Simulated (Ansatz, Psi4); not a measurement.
# Predicting a hybrid from its neighbours: MgO (magnesium oxide)

MgO: 2 atoms, total charge 0, spin state singlet. SMILES: `[O]=[Mg]`. Geometry: relaxed at PBE0-D4/def2-TZVP.

The vertical energy of the triplet above the singlet y, in eV, basis aug-cc-pVTZ; a is the functional's share of exact exchange. Programs: Ansatz 0.2.0, Psi4 1.11.

```
functional  program     a  y (eV)
    revPBE     Psi4     0    0.45
       PBE     Psi4     0    0.53
     B3LYP     Psi4   0.2    0.10
      PBE0     Psi4  0.25   -0.14
   r2SCAN0   Ansatz  0.25       ?
     BHLYP     Psi4   0.5   -0.67
```

Fit y = c + s·a to the known rows and predict r2SCAN0.


1. Means of the 5 rows: a = 0.1900, y = 0.054.
2. Σ(Δa)² = 0.172, Σ(Δa·Δy) = -0.4013, so the slope is -0.4013/0.172 = -2.3331.
3. Intercept: 0.054 − (-2.3331) × 0.1900 = 0.497. The largest residual of the fit is 0.070.
4. r2SCAN0: 0.497 + (-2.3331) × 0.25 = -0.09 eV.

The run gave -0.46 eV, so the prediction is off by +0.37 eV, more than the largest residual. Exact exchange favours the state with more unpaired electrons. The rows mix families of semi-local functionals, which the line can't see.
